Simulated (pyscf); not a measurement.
## Substitution at C: H₃C–CH₃ (SMILES CC) + [HO–Zn]• (SMILES [OH][Zn]) → H₃C–CH₂–Zn–OH (SMILES C[CH2][Zn][OH]) + H• (SMILES [H])

Gas phase, doublet surface, charge 0. Bonds broken: C8–H9. Bonds formed: Zn2–C8. PySCF, gas phase, ωB97X-D3(BJ)/def2-SVP geometries.

Transition state (Å):

```xyz
11

C     -0.7221     0.9935     0.5898
Zn     0.0407    -1.1959    -1.0976
O      0.2302    -2.2555    -2.5347
H     -1.7451     0.7701     0.2501
H     -0.2532     1.6226    -0.1824
H     -0.8024     1.5996     1.5075
H     -0.1829    -1.9388    -3.3455
C      0.0818    -0.2991     0.8152
H      0.3535    -0.0181     2.3097
H     -0.3963    -1.1744     1.2711
H      1.1781    -0.2748     0.8156
```

One imaginary mode, 1477i cm⁻¹; descent along it reached the two sides named.

```tsv
bond	change	reactant side (Å)	saddle	product side
C8–H9	breaks	1.104	1.545	3.8
Zn2–C8	forms	3.3	2.113	1.938
```

Electronic energies relative to the separated reactants (kcal/mol):

```tsv
level	barrier	reaction energy	reverse barrier
ωB97X-D3(BJ)/def2-TZVP	55.0	+34.9	20.1
PBE/def2-TZVP	47.1	+36.6	10.5
r²SCAN/def2-TZVP	49.1	+38.1	11.0
B3LYP-D3(BJ)/def2-TZVP	52.6	+40.7	12.0
PBE0-D3(BJ)/def2-TZVP	51.1	+37.2	13.9
M06-2X/def2-TZVP	56.1	+40.8	15.3
ωB97M-D3(BJ)/def2-TZVP	56.3	+38.1	18.2
HF/def2-TZVP	76.6	+45.2	31.5
```

With ωB97M-D3(BJ)/def2-TZVP energies and thermal terms (ideal gas, 1 atm, RRHO with modes under 100 cm⁻¹ raised to 100, one conformer, R ln 2 for chiral ones without a mode under 150 cm⁻¹), in kcal/mol:

```csv
T (K),ΔH‡,ΔG‡,ΔH,ΔG
298,52.2,60.9,+33.3,+35.2
600,53.5,69.2,+35.2,+36.3
900,54.8,76.8,+37.0,+36.5
1200,56.0,83.9,+38.6,+36.1
```

The same reactants have a lower exit, to H₃C–Zn–OH + CH₃• (barrier +48.7 kcal/mol at ωB97M-D3(BJ)/def2-TZVP, against +56.3 kcal/mol here). One saddle was located; it need not be the lowest between these sides. The angle at the attacked C is 163°. Elements up to Kr have no core potential and no relativistic terms here.
